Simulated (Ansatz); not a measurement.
Reaction (substitution at a C–O bond): `C=C(O)OCF` + CH₃SH → `C=C(O)SC` + `OCF`

Computed with Ansatz on PBE0-D4/def2-TZVP structures; ΔE is electronic, products minus reactants. CCSD(T)/CBS adds triple-zeta CCSD(T) − MP2 to the extrapolated MP2 energy (def2 sets, frozen cores). This one scheme is used for every species. Each species was taken in one conformer, which may not be the lowest.

| species | MP2/CBS(def2) energy (Eh) |
| --- | --- |
| `C=C(O)OCF` | -367.19168 |
| CH₃SH | -438.17872 |
| `C=C(O)SC` | -590.60524 |
| `OCF` | -214.77658 |

(1) Work out ΔE.

Largest T1 diagnostic among the species: 0.012.

Answers

(1) ΔE = (-590.60524) + (-214.77658) − (-367.19168) − (-438.17872) = -0.01142 Eh = -0.31 eV. CCSD(T)/CBS gives -0.24 eV.

From PBE to PBE0 (25 % exact exchange), in def2-TZVPP and without D4, ΔE moves by +0.07 eV. The D4 term adds −0.04 eV with B3LYP and −0.02 eV with PBE0; it sums over pairs of atoms, weighted by their polarisabilities, and B3LYP, whose exchange is more repulsive, gets the larger term. In def2-TZVPP, CCSD(T) changes the Hartree–Fock value by −0.21 eV (the triples alone add −0.04 eV) and MP2 by −0.29 eV.

B3LYP here is the variant with VWN-RPA as its local correlation; programs differ in this.
